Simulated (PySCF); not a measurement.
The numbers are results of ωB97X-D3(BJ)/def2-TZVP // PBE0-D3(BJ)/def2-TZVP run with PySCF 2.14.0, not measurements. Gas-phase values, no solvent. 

Reference species (SMILES): `C=[SiH]` (neutral, multiplicity 2).

```yaml
dipole_moment: 0.79 D
```

Changed species: `[CH]=C` (radical fragment; the reference has radical fragment).

Q: What does the change do to the dipole moment?

A: the dipole moment decreases by 0.06 D, to 0.73 D.
